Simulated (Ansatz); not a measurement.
C3H7NO can be A, `C1COCN1`, or B, `NCC1CO1`.

Calculated with Ansatz (gas phase, PBE0-D4/def2-TZVP geometries, no zero-point term in ΔE). CBS: MP2 limit from def2 TZ/QZ plus the TZ coupled-cluster correction, frozen cores. DFT in def2-TZVPP. B3LYP here is the variant with VWN-RPA as its local correlation; programs differ in this. One conformer a species, not always the lowest.

**Question.** Which isomer does CCSD(T)/CBS put lower? Give the gap. (Estimate.)

**Answer.** Computed: A, by 13.5 kcal/mol.

**Question.** Give E(B) − E(A) in kcal/mol with B3LYP, MP2/def2-TZVPP, ωB97M-V, r2SCAN-D4, B2PLYP, PBE-D4, B3LYP-D4. (An estimate is asked.)

**Answer.** Computed: B3LYP 12.5, MP2/def2-TZVPP 12.9, ωB97M-V 13.6, r2SCAN-D4 12.4, B2PLYP 12.9, PBE-D4 11.5, B3LYP-D4 13.3. None reverses the order clearly.

Largest T1 diagnostic: 0.011.

In def2-TZVPP, CCSD(T) changes the Hartree–Fock value by −2.8 kcal/mol (the triples alone add −0.5 kcal/mol) and MP2 by −3.7 kcal/mol. The D4 term adds +0.8 kcal/mol with B3LYP and +0.4 kcal/mol with PBE0; it sums over pairs of atoms, weighted by their polarisabilities, and B3LYP, whose exchange is more repulsive, gets the larger term.
